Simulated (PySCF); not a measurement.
Start geometry of `O[BH2-][NH3+]` from GFN2-xTB (Å):
```
atom  x, y, z in Å
N1    -1.0028   -0.1215    0.2314
B2     0.7260   -0.3223   -0.0476
O3     1.0407    0.7043   -0.9618
H4    -1.1670    0.7682    0.7251
H5    -1.4155   -0.0508   -0.7165
H6    -1.4028   -0.8837    0.7287
H7     1.1791   -0.2431    1.0640
H8     0.7639   -1.3851   -0.5562
H9     1.3363    1.5168   -0.5008
```

What comes out of this run: PBE0-D3(BJ)/def2-SVP geometry optimisation, gas phase in PySCF?

```
atom  x, y, z in Å
N1    -0.970    0.032    0.284
B2     0.620   -0.375   -0.111
O3     1.060    0.626   -1.025
H4    -1.030    0.924    0.776
H5    -1.505    0.118   -0.582
H6    -1.402   -0.690    0.861
H7     1.179   -0.413    0.989
H8     0.455   -1.480   -0.629
H9     1.652    1.245   -0.596
```

The energy falls by 2.6 kcal/mol over 10 energy and gradient evaluations, the largest force component goes from 0.0255 to 3.1e-04 Eh/bohr, and the atoms move by 0.077 Å rms after alignment. The bond that changes most is N1–B2 (ends: nitrogen bonded to B and 3 H; four-coordinate boron), which shortens by 0.075 Å. Bonds longer at the end by more than 0.005 Å: 4 of 8; shorter: 4. Among the angles that change most is B2–N1–H5, from 104.7° to 108.4°. Among the dihedrals that turn most is H8–B2–O3–H9, from -159° to -146°. Rotational constants go from 29792, 8192, 7201 to 30795, 8243, 7293 MHz. The orientation of the end geometry is arbitrary; only internal coordinates are fixed.

The run used 72 basis functions and 61 SCF cycles in all.

No PBE0-D3(BJ)/def2-SVP frequencies stand behind this structure, so it isn't proved a minimum. One conformer, not necessarily the lowest.
